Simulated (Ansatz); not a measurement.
This script drives Ansatz's Python interface.

`freq_c2h4os2.py`
```python
import argparse
import itertools
import logging
import sys

import ansatz as az
from ase import Atoms
from ase.data import atomic_numbers, covalent_radii
from ase.thermochemistry import IdealGasThermo
import numpy as np
from rdkit import Chem
from rdkit.Chem import AllChem

logging.basicConfig(stream=sys.stdout, format="[%(levelname)s] %(message)s")
logger = logging.getLogger("c2h4os2")
logger.setLevel(logging.INFO)

parser = argparse.ArgumentParser(description="Harmonic frequencies of C2H4OS2 at its relaxed geometry.")
parser.add_argument("--basis-set", required=True, help="basis")
parser.add_argument("--functional", required=True, help="exchange-correlation functional")
args = parser.parse_args()

rd = Chem.AddHs(Chem.MolFromSmiles("CS(=O)C=S"))
AllChem.EmbedMolecule(rd, randomSeed=753)
AllChem.UFFOptimizeMolecule(rd)
c2h4os2 = az.Crystal.molecule()
for atom, xyz in zip(rd.GetAtoms(), rd.GetConformer().GetPositions()):
    c2h4os2 = c2h4os2.atom(atom.GetSymbol(), xyz.round(5).tolist())

calculation = (
    c2h4os2.calculation()
    .basis(gaussian=args.basis_set)
    .functional(args.functional)
)
symbols = [site.symbol for site in c2h4os2.cartesian_sites]
start = np.array([site.position_ang for site in c2h4os2.cartesian_sites], dtype=float)
def progress(event):
    if event["event"] == "relax_step":
        row = event["data"]
        logger.info(f"step {row['step']:3d}  E = {row['lagrangian_ev']:.6f} eV  largest force component {row['allowed_force_max_ev_ang']:.4f} eV/A")


data = calculation.relax(force_tolerance=0.003).session().plan().execute(on_event=progress).report
end = np.array(data["positions_ang"])

radius = [covalent_radii[atomic_numbers[s]] for s in symbols]
span = lambda where, i, j: np.linalg.norm(where[i] - where[j])
bonded = [(i, j) for i, j in itertools.combinations(range(len(symbols)), 2) if min(span(start, i, j), span(end, i, j)) < 1.2 * (radius[i] + radius[j])]
logger.info("pair        before    after (A)")
for i, j in bonded:
    print(f"{symbols[i]}{i}-{symbols[j]}{j}".ljust(10), f"{span(start, i, j):8.4f} {span(end, i, j):8.4f}")

minimum = az.Crystal.molecule()
for symbol, place in zip(symbols, end):
    minimum = minimum.atom(symbol, place.tolist())
vibrating = (
    minimum.calculation()
    .basis(gaussian=args.basis_set)
    .functional(args.functional)
    .phonons(temperatures=(298.15, 498.15, 100))
)
vib = vibrating.run(threads=1).report["vibrations"]
sums = vib["harmonic_sums"]
modes = [m["omega_inv_cm"] for m in sums["modes_at_gamma"] if m["rigid_motion"] == "no"]
print("frequencies (1/cm):", " ".join(f"{w:.0f}" for w in modes))
print("imaginary modes:", sum(w < 0 for w in modes), " zero-point energy:", round(sums["zero_point_energy_ev"], 4), "eV")
gas = IdealGasThermo(vib_energies=[w / 8065.544 for w in modes if w > 0], geometry="linear" if len(modes) == 3 * len(symbols) - 5 else "nonlinear",
                     atoms=Atoms(symbols, positions=end), symmetrynumber=1, spin=0.0)
logger.info(f"H(298 K) - E = {gas.get_enthalpy(298.15, verbose=False):.4f} eV")
logger.info(f"S(298 K, 1 bar) = {96485.33 * gas.get_entropy(298.15, 1e5, verbose=False):.1f} J/(mol K) with symmetry number 1")

heavier = vibrating.phonons(masses={"H": 2.014102}).run(threads=1).report["vibrations"]["harmonic_sums"]
print("deuterated (1/cm):", " ".join(f"{m['omega_inv_cm']:.0f}" for m in heavier["modes_at_gamma"] if m["rigid_motion"] == "no"))
print("zero-point energy falls by", round(sums["zero_point_energy_ev"] - heavier["zero_point_energy_ev"], 4), "eV")
```

It is started by `python freq_c2h4os2.py --basis-set def2-SVP --functional r2SCAN`. Estimate its wall time and peak memory on 1 thread of Arm Neoverse V1, on a shared host.

It took about 8.9 min, with a peak of 0.33 GiB, for 3 runs of the engine.

```console
$ python freq_c2h4os2.py --basis-set def2-SVP --functional r2SCAN
[INFO] step   1  E = -25839.540262 eV  largest force component 10.3600 eV/A
[INFO] step   2  E = -25840.473453 eV  largest force component 3.7415 eV/A
[INFO] step   3  E = -25840.740568 eV  largest force component 1.3398 eV/A
[INFO] step   4  E = -25840.778618 eV  largest force component 0.7084 eV/A
[INFO] step   5  E = -25840.809669 eV  largest force component 0.4004 eV/A
[INFO] step   6  E = -25840.829160 eV  largest force component 0.4302 eV/A
[INFO] step   7  E = -25840.857593 eV  largest force component 0.2694 eV/A
[INFO] step   8  E = -25840.861623 eV  largest force component 0.9959 eV/A
[INFO] step   9  E = -25840.897146 eV  largest force component 0.1457 eV/A
[INFO] step  10  E = -25840.912574 eV  largest force component 0.3116 eV/A
[INFO] step  11  E = -25840.883249 eV  largest force component 0.8906 eV/A
[INFO] step  12  E = -25840.923712 eV  largest force component 0.1978 eV/A
[INFO] step  13  E = -25840.931893 eV  largest force component 0.1952 eV/A
[INFO] step  14  E = -25840.937843 eV  largest force component 0.2250 eV/A
[INFO] step  15  E = -25840.939141 eV  largest force component 0.2159 eV/A
[INFO] step  16  E = -25840.936877 eV  largest force component 0.2180 eV/A
[INFO] step  17  E = -25840.942703 eV  largest force component 0.1244 eV/A
[INFO] step  18  E = -25840.943104 eV  largest force component 0.0394 eV/A
[INFO] step  19  E = -25840.942912 eV  largest force component 0.1204 eV/A
[INFO] step  20  E = -25840.943411 eV  largest force component 0.0319 eV/A
[INFO] step  21  E = -25840.943529 eV  largest force component 0.0086 eV/A
[INFO] step  22  E = -25840.943535 eV  largest force component 0.0038 eV/A
[INFO] step  23  E = -25840.943537 eV  largest force component 0.0009 eV/A
[INFO] pair        before    after (A)
C0-S1        1.8009   1.8298
C0-H5        1.1095   1.0987
C0-H6        1.1094   1.0979
C0-H7        1.1099   1.0992
S1-O2        1.5225   1.5011
S1-C3        1.7751   1.8239
C3-S4        1.4329   1.6149
C3-H8        1.0846   1.1074
frequencies (1/cm): 96 179 193 255 295 340 591 661 792 930 945 1077 1125 1227 1276 1415 1428 3047 3062 3190 3195
imaginary modes: 0  zero-point energy: 1.5696 eV
[INFO] H(298 K) - E = 1.7743 eV
[INFO] S(298 K, 1 bar) = 339.0 J/(mol K) with symmetry number 1
deuterated (1/cm): 86 129 184 228 274 329 553 624 649 739 749 842 971 1023 1033 1116 1157 2179 2257 2370 2373
zero-point energy falls by 0.3381 eV
```

Caveats:
- These settings explore the input space; basis and method may be short of convergence.
- The frequencies are harmonic and unscaled, in a modest basis. The result belongs to the one conformer reached from this start, and soft torsions count as harmonic oscillators.
- The entropy takes a symmetry number of 1; a symmetric molecule's is lower by R ln(sigma).

(A comment or docstring line of the script was reworded after the run, the code is as it ran; lines on the test bed's own set-up are left out of the output.)
